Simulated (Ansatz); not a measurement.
A structure relaxed at PBE0-D4/def2-TZVP, charge 0, multiplicity 1:

| atom | x (Å) | y (Å) | z (Å) |
| --- | --- | --- | --- |
| F1 | -1.029 | -0.601 | -1.837 |
| B2 | 0.028 | -0.152 | -1.184 |
| Si3 | -0.020 | 0.114 | 0.833 |
| H4 | 1.003 | 0.078 | -1.850 |
| H5 | 0.390 | 1.511 | 1.148 |
| H6 | 0.982 | -0.798 | 1.454 |
| H7 | -1.353 | -0.151 | 1.436 |

(1) Give its formula and SMILES.

(2) Summarise the bond lengths by kind.

## Answers

(1) BFH4Si, `FB[SiH3]`.

(2) 1 × B–F 1.321 Å; 1 × B–Si 2.035 Å; 1 × B–H 1.203 Å; 3 × H–Si 1.487 to 1.490 Å.

Program: Ansatz 0.2.0.
